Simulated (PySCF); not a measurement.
# Electronic absorption of phosphorus tetramer

Compound: phosphorus tetramer, P4.
InChI=1S/P4/c1-2-3(1)4(1)2

Theory: TDDFT CAM-B3LYP/aug-cc-pVTZ, vertical, gas phase, core orbitals frozen in the response (PySCF 2.14.0, density-fitted response routines). Isolated species at its PBE0-D3(BJ)/def2-TZVP geometry, gas phase.

Q: Predict the UV-vis stick spectrum at this level.

A: 

| state | E (eV) | λ (nm) | f | \|μ\| (D) | symmetry | main configurations (H = HOMO, L = LUMO) |
| --- | --- | --- | --- | --- | --- | --- |
| S1 | 5.31 | 233.6 | 0.0000 | 0.00 | – | H-1/H→L+4 (≥51%), H-1/H→L+3 (≥28%) |
| S2 | 5.31 | 233.5 | 0.0000 | 0.00 | – | H-1/H→L+3 (≥47%), H-1/H→L+5 (≥39%) |
| S3 | 5.31 | 233.5 | 0.0000 | 0.00 | – | H-1/H→L+5 (≥33%), H-1/H→L+4 (≥31%), H-1/H→L+3 (≥13%) |
| S4 | 5.48 | 226.1 | 0.0000 | 0.01 | – | H-1/H→L/L+1/L+2 (≥74%) |
| S5 | 5.48 | 226.1 | 0.0000 | 0.00 | – | H-1/H→L/L+1/L+2 (≥71%) |
| S6 | 5.49 | 226.0 | 0.0000 | 0.00 | – | H-1/H→L/L+1/L+2 (≥77%) |
| S7 | 5.61 | 221.1 | 0.018 | 0.93 | T2 | H-1/H→L/L+1/L+2 (≥68%) |
| S8 | 5.61 | 221.0 | 0.018 | 0.93 | T2 | H-1/H→L/L+1/L+2 (≥68%) |
| S9 | 5.61 | 221.0 | 0.018 | 0.93 | T2 | H-1/H→L/L+1/L+2 (≥62%) |

Triplets, Tamm–Dancoff:

| state | E (eV) | λ (nm) | main configurations (H = HOMO, L = LUMO) |
| --- | --- | --- | --- |
| T1 | 4.67 | 265.4 | H-1/H→L+3 (≥49%), H-1/H→L+4 (≥8%) |
| T2 | 4.67 | 265.3 | H-1/H→L+5 (≥28%), H-1/H→L+3 (≥23%), H-1/H→L+4 (≥12%) |
| T3 | 4.67 | 265.2 | H-1/H→L+4 (≥36%), H-1/H→L+5 (≥33%) |

The lowest singlet level (S1/S2/S3) lies at 5.31 eV (234 nm, ultraviolet) and is dark (f under 0.0005). The most intense listed level is S7/S8/S9 at 5.61 eV (221 nm, f = 0.055 summed), 0.30 eV above S1. It is the last of those listed, so stronger ones may follow. S1/S2/S3, S4/S5/S6 and S7/S8/S9 lie within about 0.01 eV of each other in each set; the point group Td has degenerate representations, and within a degenerate level the listed configurations can mix freely. The oscillator strengths of these states sum to 0.055; summed over the whole spectrum of an exact calculation they would give the number of electrons, 60 (Thomas–Reiche–Kuhn). The listed states span 0.30 eV, and the widest gap between neighbours is 0.17 eV (S3 to S4). Orbital energies (eV): HOMO-3 -9.58, HOMO-2 -9.58, HOMO-1 -8.77, HOMO -8.77, LUMO -0.01, LUMO+1 -0.01, LUMO+2 -0.01. Symmetry labels in Td follow from the direction of the transition dipole and are given only for states with f of 0.002 or more. Orbitals of the list HOMO-3 to LUMO+2 that lie within 0.01 eV of each other are written together with a slash and their weights summed (≥ marks a lower bound); for degenerate orbitals outside that list single weights are arbitrary. Singlets were solved by full linear response, triplets in the Tamm–Dancoff approximation. The highest level found (5.96 eV, f 0.015 so far) is left out, since the window may have cut off a degenerate partner.

The run took 26 s on an Arm Neoverse N1 with one thread, no GPU, shared host with 64 logical CPUs at a one-minute load of 56, and the process peaked at 0.76 GiB of memory.
